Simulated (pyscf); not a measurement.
PySCF, gas phase, ωB97X-D3(BJ)/def2-SVP geometries.

PBE/def2-TZVP puts the barrier of HO–P(OH)–PH₂ + hydrogen (H₂) → HO–PH–OH + PH₃ (four-centre exchange; singlet surface; P–P, H–H broken, H–P, H–P formed) at 178.5 kJ/mol and the reaction energy at +2.9 kJ/mol, from the separated reactants. What do r²SCAN/def2-TZVP, M06-2X/def2-TZVP, ωB97M-D3(BJ)/def2-TZVP give on the same structures?

r²SCAN: ΔE‡ = 197.5 kJ/mol, ΔE = +3.0 kJ/mol; M06-2X: ΔE‡ = 229.8 kJ/mol, ΔE = -1.1 kJ/mol; ωB97M-D3(BJ): ΔE‡ = 225.2 kJ/mol, ΔE = -6.4 kJ/mol. PBE's barrier lies under all of them, by 19.0 to 51.4 kJ/mol. Its reaction energy matches one of them and lies within 9.3 kJ/mol of the others. Low barriers are usual for a GGA, whose delocalisation error favours stretched bonds. One saddle was located; it need not be the lowest between these sides.
